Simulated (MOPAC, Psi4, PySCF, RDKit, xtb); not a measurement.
Two geometries of C2H4O2, SMILES COC=O, singlet, relaxed at B3LYP-D3(BJ)/def2-SVP with one dihedral held; other torsions can differ between them too.

Structure A

```
8

C      0.9523    -0.0831     0.0829
O     -0.4125    -0.4740    -0.0106
C     -1.2605     0.0115     0.9335
O     -1.8655     1.0352     0.8310
H      1.0566     1.0126     0.0053
H      1.4078    -0.4247     1.0308
H      1.4806    -0.5560    -0.7550
H     -1.3692    -0.6803     1.8039
```

Structure B

```
8

C     -1.0271    -0.1341     0.2860
O      0.1960    -0.6792     0.7569
C      1.2944     0.0958     0.6828
O      2.2066     0.0203     1.4486
H     -1.5258     0.4335     1.0884
H     -1.6713    -0.9685    -0.0208
H     -0.8676     0.5341    -0.5797
H      1.2454     0.8274    -0.1636
```

Problem. Which is lower in energy at the level DF-MP2 (frozen core)/cc-pVTZ // B3LYP-D3(BJ)/def2-SVP (Psi4 1.11), and by how much?

Solution. B is lower, by 7.01 kcal/mol (dihedral C1–O2–C3–O4: 90° in A, 150° in B).

E(B) − E(A) in kcal/mol at the other levels, on the same two geometries: MMFF94 // B3LYP-D3(BJ)/def2-SVP (RDKit) -7.35; PBE0/def2-TZVP // B3LYP-D3(BJ)/def2-SVP (Psi4) -7.42; PBE0-D3(BJ)/def2-TZVP // B3LYP-D3(BJ)/def2-SVP (Psi4) -7.40; PBE/def2-TZVP // B3LYP-D3(BJ)/def2-SVP (Psi4) -8.14; PBE-D3(BJ)/def2-TZVP // B3LYP-D3(BJ)/def2-SVP (Psi4) -8.13; M06-2X/def2-TZVP // B3LYP-D3(BJ)/def2-SVP (Psi4) -6.56; HF/cc-pVTZ // B3LYP-D3(BJ)/def2-SVP (Psi4) -5.27; UFF // B3LYP-D3(BJ)/def2-SVP (RDKit) -4.33; PM7, restricted, heats of formation // B3LYP-D3(BJ)/def2-SVP (MOPAC) -1.82; PM6, restricted, heats of formation // B3LYP-D3(BJ)/def2-SVP (MOPAC) -3.48; GFN1-xTB // B3LYP-D3(BJ)/def2-SVP (xtb) -6.27; restricted B3LYP/6-31G*, spherical d // B3LYP-D3(BJ)/def2-SVP (PySCF) -7.15; restricted M06-2X/6-31G*, spherical d // B3LYP-D3(BJ)/def2-SVP (PySCF) -6.65; restricted Hartree-Fock/STO-3G // B3LYP-D3(BJ)/def2-SVP (PySCF) -3.64; restricted MP2 (frozen core)/3-21G // B3LYP-D3(BJ)/def2-SVP (PySCF) -5.58.
